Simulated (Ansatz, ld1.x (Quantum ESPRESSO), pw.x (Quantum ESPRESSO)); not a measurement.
**Re: one change to the PAW potential, in the atom and in the sc crystal**

- Element: Re (Z = 75)
- Generator: ld1.x (Quantum ESPRESSO) 7.5
- Type: PAW
- Functional: PBEsol
- Relativity: scalar-relativistic
- Frozen core: [Xe] 4f14
- Valence charge: 7
- Reference configuration: 5d5 6s1 6p1
- Partial waves: 6s (bound): rcut 1.75, rcutus 2.35 bohr; 6s channel at -0.2 Ry: rcut 1.75, rcutus 2.35 bohr; 6p (bound): rcut 2.50, rcutus 2.90 bohr; 6p channel at 0.45 Ry: rcut 2.50, rcutus 2.90 bohr; 5d (bound): rcut 2.25, rcutus 2.70 bohr; 5d channel at 2 Ry: rcut 2.25, rcutus 2.70 bohr
- Local potential: all-electron potential smoothed inside 2.55 bohr (lloc = -1)
- Core correction: Bessel-smoothed model core inside 1.15 bohr
- Augmentation charge: BESSEL, radius 1.65 bohr

Change: waves 6p (bound): rcut 2.50, rcutus 3.32 bohr; 6p channel at 0.45 Ry: rcut 2.50, rcutus 3.32 bohr.

Cutoffs, loose and tight: the cutoffs (Ry, on a coarse ladder) from which the occupation-weighted sum of valence levels, in a spherical-Bessel basis at the reference potential, stays within 10 and 1 mRy of its value at 400 Ry. They do not see the model core or the augmentation charge, which bear on the density cutoff. Test errors are all-electron minus pseudo excitation energies from the reference, over the configurations 5d5 6s2 6p0; 5d5 6s1 6p0; 5d5 6s0 6p0; 5d6 6s1 6p0; 5d5 6s0 6p1; 5d4 6s2 6p1; 5d4 6s2 6p0; variants that change the core or the reference have their own tests.

Crystal test: sc Re in pw.x 7.5, no spin, 13³ k-points, Fermi–Dirac smearing 0.01 Ry, cutoffs set for each file from its atomic test. The reference is all-electron LAPW (Ansatz 0.2.0) with the same functional, mesh and smearing; V0 and B0 come from Birch–Murnaghan fits to the pressures at five volumes. Errors are pseudo minus all-electron; Δ is the rms difference of the E(V) curves that follow from these fits, minima aligned, over ±6 % about the mean V0. Mesh and smearing are coarse, so the numbers serve the comparison and aren't converged zero-temperature values; the lattice is a test structure that the element need not adopt.

All-electron: a0 = 2.555 Å (V0 = 16.67 Å³/atom), B0 = 279.0 GPa.

Does the change bring the crystal closer to the all-electron result?

The mean pressure error goes from +3.56 to +1.89 GPa, so the change moves the solid closer to the all-electron pressures.

```csv
quantity,base,changed
outcome (atom),generated,generated
"cutoff, loose (atom)",15 Ry,15 Ry
"cutoff, tight (atom)",21 Ry,21 Ry
bound ghosts (atom),none,none
largest test error (meV) (atom),-29,-30
cutoffs in pw.x (Ry),40/320,40/320
a0 (Å),2.565,2.561
a0 error (%),+0.42,+0.23
B0 error (%),-2.2,-2.8
Δ (meV/atom),12.7,6.9
mean pressure error (GPa),+3.56,+1.89
```

Base: The largest radius (2.90 bohr) exceeds half the bond length (2.41 bohr), so the spheres overlap, which is one possible source of error among others. Changed file: The largest radius (3.32 bohr) exceeds half the bond length (2.41 bohr), so the spheres overlap, which is one possible source of error among others.
